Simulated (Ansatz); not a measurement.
Cost and result for the atomization energy of `[CH3][Al][SH]` radical (7 atoms, 6 bonds).

Charge 0, multiplicity 2. The geometry is a stationary point of PBE0-D4/def2-TZVP. It is one conformer, not always the lowest. Program: Ansatz. All runs use 2 threads of a server CPU on a shared host. Times are those of one run each, without the atoms' runs, and a repeat can differ threefold. Electronic energies, without spin–orbit coupling; frozen cores. CCSD(T)/CBS adds CCSD(T) − MP2 in def2-TZVPP to the MP2 limit, and its time is that of the two runs behind it. T1 = 0.014; ⟨S²⟩ of the reference is 0.76. B3LYP takes the VWN-RPA correlation (the form of Gaussian; ORCA's B3LYP/G).

CCSD(T)/CBS is a level of theory with its own doubt, some kJ/mol a heavy atom from the limit and from the frozen cores, so smaller differences don't rank the functionals.

```tsv
level	functions	wall time	atomization (kcal/mol)	difference from CCSD(T)/CBS	per bond
revPBE-D4/def2-TZVPP	171	1.9 s	528.2	-2.8	-0.5
BLYP-D4/def2-TZVPP	171	1.9 s	526.9	-4.1	-0.7
CCSD(T)/def2-SVP	70	2 s	499.1	-31.9	-5.3
PBE-D4/def2-TZVPP (with forces)	171	2.3 s	538.5	7.5	1.3
BHLYP-D4/def2-TZVPP	171	3.1 s	519.4	-11.6	-1.9
B3LYP-D4/def2-TZVPP (with forces)	171	3.2 s	530.3	-0.7	-0.1
CAM-B3LYP-D4/def2-TZVPP	171	3.2 s	530.7	-0.3	0.0
PBE-QIDH/def2-TZVPP	171	3.6 s	529.2	-1.8	-0.3
r2SCAN-D4/def2-TZVPP (with forces)	171	4 s	537.7	6.7	1.1
ωB97M-V/def2-TZVPP (with forces)	171	8.5 s	532.3	1.3	0.2
MP2/def2-QZVPP	317	14 s	530.6	-0.4	-0.1
CCSD(T)/def2-TZVPP	171	44 s	517.2	-13.8	-2.3
CCSD(T)/CBS(def2)	–	58 s	531.0	0.0	0.0
```

From PBE to PBE0 (25 % exact exchange), in def2-TZVPP and without D4, the atomization energy moves by −5.1 kcal/mol: exact exchange takes away binding that semilocal exchange gives to molecules. In def2-TZVPP, CCSD(T) changes the Hartree–Fock value by +117.8 kcal/mol (the triples alone add +7.2 kcal/mol) and MP2 by +123.1 kcal/mol; breaking electron pairs costs correlation energy, which Hartree–Fock lacks. The D4 term adds +5.0 kcal/mol with B3LYP and +2.6 kcal/mol with PBE0; it sums over pairs of atoms, weighted by their polarisabilities, and B3LYP, whose exchange is more repulsive, gets the larger term.
